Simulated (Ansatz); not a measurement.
# SiPNH (sextet): wave-function methods side by side, cc-pVTZ

An exercise on one series of results from a longer session: the logs are not shown, and one member is left open.

Computed with Ansatz 0.2.0, Gaussian basis. Level: cc-pVTZ, core rule «outside noble gas», up to 11 orbitals frozen.

Plan: UHF; CCSD(T) on ROHF; CCSD(T) on UHF; BCCD(T) on ROHF; CCSDT(Q) on ROHF; CCSDT(Q) on UHF; CASSCF and NEVPT2, 15 electrons in 13 orbitals.

5 further runs of the same task are left out: 5 set aside as unsound or not needed.

## What is computed

The geometry is a PBE0/def2-TZVP stationary point (not a proven minimum) of the parent state, kept for this charge and spin.

4 atoms, charge 0, spin multiplicity 6.

Atoms are counted from 1 here; the program's logs count them from 0.

Bond lengths: N1–Si2 1.684 Å, Si2–P3 2.147 Å, Si2–H4 1.486 Å. Angles: N1–Si2–P3 124.6°, N1–Si2–H4 115.7°, P3–Si2–H4 119.7°.

Set-up of the first run:

File in.yaml:

```yaml
crystal:
  periodic: [false, false, false]
  atoms:
    - {symbol: N, position_ang: [0.000000, -0.653684, 1.908908]}
    - {symbol: Si, position_ang: [0.000000, 0.424943, 0.615445]}
    - {symbol: P, position_ang: [0.000000, -0.150432, -1.453120]}
    - {symbol: H, position_ang: [0.000000, 1.865832, 0.978241]}
basis:
  gaussian: {orbitals: cc-pVTZ}
magnetization: {spin_polarized: true, initial_magnetization: 5}
hamiltonian: {xc: hf}
output: {orbitals: {seedname: orbitals}}
```

Started as:

```
$ ansatz run in.yaml --threads 1 --pin off --events-out ev --progress --plain --max-ram 4096MiB --backend cpu
```

Among the steps run: UHF; CCSD(T) on ROHF; CCSD(T) on UHF; BCCD(T) on ROHF; CCSDT(Q) on ROHF; CCSDT(Q) on UHF; CASSCF and NEVPT2, 15 electrons in 13 orbitals.

One of the session's tables, all rows but one given; the rest of the session is left out.

```
        method  from RCCSDT(Q) (meV)
          ROHF              +10872.8
           UHF              +10425.8
          RMP2               +1786.7
          UMP2               +1893.4
         RCCSD                +508.8
         UCCSD                +495.6
      RCCSD(T)                 +86.0
      UCCSD(T)                 +86.4
       BCCD(T)                 +85.3
        RCCSDT                 +22.3
        UCCSDT                 +18.1
     RCCSDT(Q)                     0
     UCCSDT(Q)                  -4.8
CASSCF valence                     ?
NEVPT2 valence               +2056.7
```

**Question.** Estimate the row for CASSCF valence.

**Answer.** from RCCSDT(Q) (meV): +9260.7. In the column «from RCCSDT(Q) (meV)» it lies between NEVPT2 valence (+2056.7) and UHF (+10425.8).

To keep in mind: Restricted and unrestricted rows rest on different reference determinants; where their highest levels disagree by more than a few hundredths of an eV, they describe different states and don't form one ladder.
